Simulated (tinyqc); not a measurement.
Inside a calculation. Method: UHF in the sto-3g basis, for H2O+, spin multiplicity 2. This run ends on a higher stationary point, not on the lowest solution. One step of it, computed by the program tinyqc.

Problem. Iteration 2: building the Fock matrix. J_ij = sum D_kl (ij|kl) with D = D(alpha) + D(beta), K_ij = sum D_kl (ik|jl) for each spin; F = H + J - K(s); E = tr D H + tr D J / 2 - 0.5 sum_s tr D(s) K(s) + E_nn.

D(alpha) after iteration 1:
```
            1O 1s      1O 2s    1O 2px     1O 2py     1O 2pz      2H 1s      3H 1s
1O 1s    0.323839  -0.105946  0.000000   0.000000   0.045357   0.021379   0.021379
1O 2s   -0.105946   0.488294  0.000000   0.000000  -0.169103  -0.174276  -0.174276
1O 2px   0.000000   0.000000  1.000000   0.000000   0.000000   0.000000   0.000000
1O 2py   0.000000   0.000000  0.000000   1.087253   0.000000  -0.202821   0.202821
1O 2pz   0.045357  -0.169103  0.000000   0.000000   0.963898  -0.131127  -0.131127
2H 1s    0.021379  -0.174276  0.000000  -0.202821  -0.131127   0.836859  -0.075709
3H 1s    0.021379  -0.174276  0.000000   0.202821  -0.131127  -0.075709   0.836859
```

D(beta) after iteration 1:
```
            1O 1s      1O 2s    1O 2px     1O 2py     1O 2pz      2H 1s      3H 1s
1O 1s    0.323817  -0.105810  0.000000   0.000000   0.045427   0.021217   0.021217
1O 2s   -0.105810   0.487455  0.000000   0.000000  -0.169519  -0.173416  -0.173416
1O 2px   0.000000   0.000000  1.000000   0.000000   0.000000   0.000000   0.000000
1O 2py   0.000000   0.000000  0.000000   0.027957   0.000000  -0.111951   0.111951
1O 2pz   0.045427  -0.169519  0.000000   0.000000   0.963697  -0.130761  -0.130761
2H 1s    0.021217  -0.173416  0.000000  -0.111951  -0.130761   0.828751  -0.067838
3H 1s    0.021217  -0.173416  0.000000   0.111951  -0.130761  -0.067838   0.828751
```

core Hamiltonian H = T + V (hartree):
```
             1O 1s      1O 2s     1O 2px     1O 2py     1O 2pz      2H 1s      3H 1s
1O 1s   -32.446822  -7.547925   0.000000   0.000000  -0.012018  -0.823952  -0.823952
1O 2s    -7.547925  -9.074122   0.000000   0.000000  -0.149995  -2.115580  -2.115580
1O 2px    0.000000   0.000000  -7.239662   0.000000   0.000000   0.000000   0.000000
1O 2py    0.000000   0.000000   0.000000  -7.304993   0.000000  -1.191646   1.191646
1O 2pz   -0.012018  -0.149995   0.000000   0.000000  -7.297214  -1.154200  -1.154200
2H 1s    -0.823952  -2.115580   0.000000  -1.191646  -1.154200  -4.043098  -0.789926
3H 1s    -0.823952  -2.115580   0.000000   1.191646  -1.154200  -0.789926  -4.043098
```

Two-electron integrals (ij|kl) in chemists' order, unique and non-zero (hartree):
```
(11|11) 4.785065    (21|11) 0.741380    (21|21) 0.136873    (22|11) 1.118947
(22|21) 0.256633    (22|22) 0.817206    (31|31) 0.024477    (32|31) 0.037809
(32|32) 0.180518    (33|11) 1.115814    (33|21) 0.256684    (33|22) 0.817023
(33|33) 0.880159    (41|41) 0.024477    (42|41) 0.037809    (42|42) 0.180518
(43|43) 0.047444    (44|11) 1.115814    (44|21) 0.256684    (44|22) 0.817023
(44|33) 0.785270    (44|44) 0.880159    (51|51) 0.024477    (52|51) 0.037809
(52|52) 0.180518    (53|53) 0.047444    (54|54) 0.047444    (55|11) 1.115814
(55|21) 0.256684    (55|22) 0.817023    (55|33) 0.785270    (55|44) 0.785270
(55|55) 0.880159    (61|11) 0.081039    (61|21) 0.014854    (61|22) 0.027736
(61|33) 0.027685    (61|41) 0.000478    (61|42) 0.000908    (61|44) 0.027770
(61|51) 0.000449    (61|52) 0.000852    (61|54) 0.000080    (61|55) 0.027760
(61|61) 0.001631    (62|11) 0.227087    (62|21) 0.052869    (62|22) 0.190251
(62|33) 0.186839    (62|41) 0.002871    (62|42) 0.023383    (62|44) 0.192178
(62|51) 0.002695    (62|52) 0.021947    (62|54) 0.005011    (62|55) 0.191543
(62|61) 0.005860    (62|62) 0.058225    (63|31) 0.005152    (63|32) 0.031350
(63|43) 0.004663    (63|53) 0.004376    (63|63) 0.007692    (64|11) 0.128739
(64|21) 0.030327    (64|22) 0.116581    (64|33) 0.111506    (64|41) 0.006572
(64|42) 0.044644    (64|44) 0.123896    (64|51) 0.001333    (64|52) 0.012477
(64|54) 0.007252    (64|55) 0.114205    (64|61) 0.003485    (64|62) 0.043440
(64|64) 0.039761    (65|11) 0.120832    (65|21) 0.028464    (65|22) 0.109420
(65|33) 0.104657    (65|41) 0.001333    (65|42) 0.012477    (65|44) 0.107533
(65|51) 0.006403    (65|52) 0.043061    (65|54) 0.007362    (65|55) 0.115943
(65|61) 0.003271    (65|62) 0.040772    (65|64) 0.030099    (65|65) 0.035942
(66|11) 0.411288    (66|21) 0.097252    (66|22) 0.403523    (66|33) 0.388954
(66|41) 0.005945    (66|42) 0.068810    (66|44) 0.411955    (66|51) 0.005580
(66|52) 0.064583    (66|54) 0.021588    (66|55) 0.409216    (66|61) 0.010829
(66|62) 0.166445    (66|64) 0.142008    (66|65) 0.133285    (66|66) 0.774606
(71|11) 0.081039    (71|21) 0.014854    (71|22) 0.027736    (71|33) 0.027685
(71|41) -0.000478   (71|42) -0.000908   (71|44) 0.027770    (71|51) 0.000449
(71|52) 0.000852    (71|54) -0.000080   (71|55) 0.027760    (71|61) 0.001611
(71|62) 0.005705    (71|64) 0.003145    (71|65) 0.003188    (71|66) 0.010495
(71|71) 0.001631    (72|11) 0.227087    (72|21) 0.052869    (72|22) 0.190251
(72|33) 0.186839    (72|41) -0.002871   (72|42) -0.023383   (72|44) 0.192178
(72|51) 0.002695    (72|52) 0.021947    (72|54) -0.005011   (72|55) 0.191543
(72|61) 0.005705    (72|62) 0.046574    (72|64) 0.024236    (72|65) 0.031727
(72|66) 0.107354    (72|71) 0.005860    (72|72) 0.058225    (73|31) 0.005152
(73|32) 0.031350    (73|43) -0.004663   (73|53) 0.004376    (73|63) 0.005941
(73|73) 0.007692    (74|11) -0.128739   (74|21) -0.030327   (74|22) -0.116581
(74|33) -0.111506   (74|41) 0.006572    (74|42) 0.044644    (74|44) -0.123896
(74|51) -0.001333   (74|52) -0.012477   (74|54) 0.007252    (74|55) -0.114205
(74|61) -0.003145   (74|62) -0.024236   (74|64) -0.007040   (74|65) -0.016227
(74|66) -0.052016   (74|71) -0.003485   (74|72) -0.043440   (74|74) 0.039761
(75|11) 0.120832    (75|21) 0.028464    (75|22) 0.109420    (75|33) 0.104657
(75|41) -0.001333   (75|42) -0.012477   (75|44) 0.107533    (75|51) 0.006403
(75|52) 0.043061    (75|54) -0.007362   (75|55) 0.115943    (75|61) 0.003188
(75|62) 0.031727    (75|64) 0.016227    (75|65) 0.027247    (75|66) 0.079604
(75|71) 0.003271    (75|72) 0.040772    (75|74) -0.030099   (75|75) 0.035942
(76|11) 0.076051    (76|21) 0.017907    (76|22) 0.071279    (76|33) 0.069420
(76|44) 0.070546    (76|51) 0.001324    (76|52) 0.013482    (76|55) 0.073791
(76|61) 0.001970    (76|62) 0.022744    (76|64) 0.014845    (76|65) 0.017945
(76|66) 0.073123    (76|71) 0.001970    (76|72) 0.022744    (76|74) -0.014845
(76|75) 0.017945    (76|76) 0.011939    (77|11) 0.411288    (77|21) 0.097252
(77|22) 0.403523    (77|33) 0.388954    (77|41) -0.005945   (77|42) -0.068810
(77|44) 0.411955    (77|51) 0.005580    (77|52) 0.064583    (77|54) -0.021588
(77|55) 0.409216    (77|61) 0.010495    (77|62) 0.107354    (77|64) 0.052016
(77|65) 0.079604    (77|66) 0.283484    (77|71) 0.010829    (77|72) 0.166445
(77|74) -0.142008   (77|75) 0.133285    (77|76) 0.073123    (77|77) 0.774606
```

nuclear repulsion = 6.93765048 hartree

Give: Coulomb J; exchange K(alpha); exchange K(beta); F(alpha); F(beta); total energy of this density.

Solution.

Coulomb J (hartree):
```
          1O 1s   1O 2s  1O 2px   1O 2py   1O 2pz   2H 1s    3H 1s
1O 1s   10.2613  2.1468  0.0000   0.0000  -0.0150  0.2322   0.2322
1O 2s    2.1468  6.3360  0.0000   0.0000   0.0047  1.5502   1.5502
1O 2px   0.0000  0.0000  6.3315   0.0000   0.0000  0.0000   0.0000
1O 2py   0.0000  0.0000  0.0000   6.2978   0.0000  0.9761  -0.9761
1O 2pz  -0.0150  0.0047  0.0000   0.0000   6.3691  0.9350   0.9350
2H 1s    0.2322  1.5502  0.0000   0.9761   0.9350  3.9215   0.6335
3H 1s    0.2322  1.5502  0.0000  -0.9761   0.9350  0.6335   3.9215
```

exchange K(alpha) (hartree):
```
          1O 1s    1O 2s  1O 2px   1O 2py   1O 2pz   2H 1s    3H 1s
1O 1s    1.5325   0.3364  0.0000   0.0000  -0.0077  0.0403   0.0403
1O 2s    0.3364   0.8716  0.0000   0.0000  -0.2050  0.2023   0.2023
1O 2px   0.0000   0.0000  1.0500   0.0000   0.0000  0.0000   0.0000
1O 2py   0.0000   0.0000  0.0000   1.0709   0.0000  0.1654  -0.1654
1O 2pz  -0.0077  -0.2050  0.0000   0.0000   0.9952  0.1108   0.1108
2H 1s    0.0403   0.2023  0.0000   0.1654   0.1108  0.5903   0.0809
3H 1s    0.0403   0.2023  0.0000  -0.1654   0.1108  0.0809   0.5903
```

exchange K(beta) (hartree):
```
          1O 1s    1O 2s  1O 2px   1O 2py   1O 2pz   2H 1s    3H 1s
1O 1s    1.5067   0.2971  0.0000   0.0000  -0.0074  0.0339   0.0339
1O 2s    0.2971   0.6887  0.0000   0.0000  -0.2020  0.1628   0.1628
1O 2px   0.0000   0.0000  1.0014   0.0000   0.0000  0.0000   0.0000
1O 2py   0.0000   0.0000  0.0000   0.1829   0.0000  0.0682  -0.0682
1O 2pz  -0.0074  -0.2020  0.0000   0.0000   0.9475  0.1061   0.1061
2H 1s    0.0339   0.1628  0.0000   0.0682   0.1061  0.5664   0.0829
3H 1s    0.0339   0.1628  0.0000  -0.0682   0.1061  0.0829   0.5664
```

F(alpha) (hartree):
```
           1O 1s    1O 2s   1O 2px   1O 2py   1O 2pz    2H 1s    3H 1s
1O 1s   -23.7180  -5.7375   0.0000   0.0000  -0.0194  -0.6320  -0.6320
1O 2s    -5.7375  -3.6097   0.0000   0.0000   0.0597  -0.7676  -0.7676
1O 2px    0.0000   0.0000  -1.9582   0.0000   0.0000   0.0000   0.0000
1O 2py    0.0000   0.0000   0.0000  -2.0781   0.0000  -0.3809   0.3809
1O 2pz   -0.0194   0.0597   0.0000   0.0000  -1.9233  -0.3300  -0.3300
2H 1s    -0.6320  -0.7676   0.0000  -0.3809  -0.3300  -0.7119  -0.2373
3H 1s    -0.6320  -0.7676   0.0000   0.3809  -0.3300  -0.2373  -0.7119
```

F(beta) (hartree):
```
           1O 1s    1O 2s   1O 2px   1O 2py   1O 2pz    2H 1s    3H 1s
1O 1s   -23.6922  -5.6982   0.0000   0.0000  -0.0196  -0.6256  -0.6256
1O 2s    -5.6982  -3.4268   0.0000   0.0000   0.0566  -0.7282  -0.7282
1O 2px    0.0000   0.0000  -1.9095   0.0000   0.0000   0.0000   0.0000
1O 2py    0.0000   0.0000   0.0000  -1.1900   0.0000  -0.2837   0.2837
1O 2pz   -0.0196   0.0566   0.0000   0.0000  -1.8756  -0.3253  -0.3253
2H 1s    -0.6256  -0.7282   0.0000  -0.2837  -0.3253  -0.6881  -0.2394
3H 1s    -0.6256  -0.7282   0.0000   0.2837  -0.3253  -0.2394  -0.6881
```

total energy of this density = -41.949793 hartree

This density is a damped mixture and is not idempotent.
